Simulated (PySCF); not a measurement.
# CCl3F: the cost of one run

Computed with PySCF 2.14.0 and routines of our own; the level stands in each step. Atoms count from 0.

### Step 1. The system as given

5 atoms, charge 0, multiplicity 1; geometry from: GFN2-xTB.

### Step 2. NMR shieldings: PBE/pcSseg-1, spin–orbit

The job: settings as JSON, then the geometry in Å.

```
{"job": {"xc": "PBE", "basis": {"default": "pcSseg-1"}, "rel": "so", "kind": "hnmr"}, "charge": 0, "multiplicity": 1}
F      0.060305    -0.141039     1.396058
C      0.004642    -0.006315     0.066724
Cl    -0.457934     1.660563    -0.312646
Cl     1.602752    -0.370613    -0.603874
Cl    -1.201142    -1.139743    -0.563447
```

With the program's defaults for keys left out, this is: PBE/pcSseg-1 GIAO NMR shielding, X2C with spin-orbit coupling, screened-nuclear two-electron part, Gaussian nuclei, gas phase.

Command:

```console
$ OMP_NUM_THREADS=1 python heavy_run.py task.json out
```

One launch serves the whole session: the jobs run in the order shown.

**Question.** How long does this first job take on 1 thread of Arm Neoverse V1, shared host, and how much memory does it need?

About 12 s, with a peak of 0.59 GiB.
